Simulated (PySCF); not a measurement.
Structure with atom numbers: `[O:1]=[c:2]1[cH:3][cH:4]1` (H(Xn): hydrogen on atom n).

- GIAO PBE0/pcSseg-1 shieldings
- GFN2-xTB geometry
- program: PySCF 2.14.0 with density-fitted response routines
- one computed conformer, fast rotation and ring inversion assumed for equivalent nuclei, non-relativistic, isolated molecule

Chemical shifts δ = σref − σ; TMS for ¹³C, ¹H; H2O for ¹⁷O, all at this level.

| atoms | nucleus | count | δ (ppm) |
| --- | --- | --- | --- |
| C2 | ¹³C | 1 | ? |
| H(C3)/H(C4) | ¹H | 2 | 9.39 |
| O1 | ¹⁷O | 1 | 323.9 |
| C3/C4 | ¹³C | 2 | ? |

Problem. Complete the table.

Solution. 
- C3/C4: 172.7 ppm, unsaturated ring CH
- C2: 149.6 ppm, ring carbonyl carbon

Shifts are as computed. Against solution values, carbons near 30 ppm lie about +3 ppm off and those near 130 ppm about +5 ppm. Of 1211 compounds with measured shifts, 218 miss one by over three times the rms of a fit or turn the order of signals round; such compounds aren't used in these exercises. Unscaled 17O shifts of doubly bonded oxygen tend to come out too high, by tens of ppm or more. Experimental scales use liquid or dissolved standards, which lie at an offset from isolated H2O (liquid H2O: subtract about 36 ppm).
